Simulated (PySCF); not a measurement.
## Basis-set dependence of HCl⁺ at PBE0

PySCF, UKS reference; doublet, unpaired electrons π ↑; De to H + Cl⁺ without counterpoise correction.

```json
{"basis": "def2-SVP", "relativity": "no relativity", "functions": "23", "Re (Å)": "1.329", "ωe (cm⁻¹)": "2690", "De (eV)": "4.78", "μ (D)": "-1.99"}
{"basis": "cc-pVDZ/cc-pV(D+d)Z", "relativity": "no relativity", "functions": "28", "Re (Å)": "1.327", "ωe (cm⁻¹)": "2696", "De (eV)": "4.80", "μ (D)": "-1.90"}
{"basis": "aug-pcseg-1", "relativity": "no relativity", "functions": "36", "Re (Å)": "1.334", "ωe (cm⁻¹)": "2671", "De (eV)": "4.75", "μ (D)": "-1.81"}
{"basis": "def2-TZVP", "relativity": "no relativity", "functions": "43", "Re (Å)": "1.321", "ωe (cm⁻¹)": "2671", "De (eV)": "4.82", "μ (D)": "-1.78"}
{"basis": "def2-TZVPPD", "relativity": "no relativity", "functions": "68", "Re (Å)": "1.320", "ωe (cm⁻¹)": "2670", "De (eV)": "4.84", "μ (D)": "-1.72"}
```

Problem. How does each smaller set differ from the one with most functions, def2-TZVPPD?

Solution. def2-SVP: +0.9 pm, +0.7 % in ωe, -0.06 eV in De; cc-pVDZ/cc-pV(D+d)Z: +0.7 pm, +1.0 % in ωe, -0.04 eV in De; aug-pcseg-1: +1.4 pm, +0.0 % in ωe, -0.09 eV in De; def2-TZVP: +0.1 pm, +0.0 % in ωe, -0.02 eV in De. All at PBE0; the set with most functions is neither the basis-set limit nor always the best.

A positive dipole points towards Cl; it is taken about the centre of mass and depends on that origin. For an ion De counts to the pair picked by the measured ionisation energies or electron affinities, which need not be the lowest pair at this level. The state is the lowest determinant that a PBE0 search found; another state may lie lower at other levels.
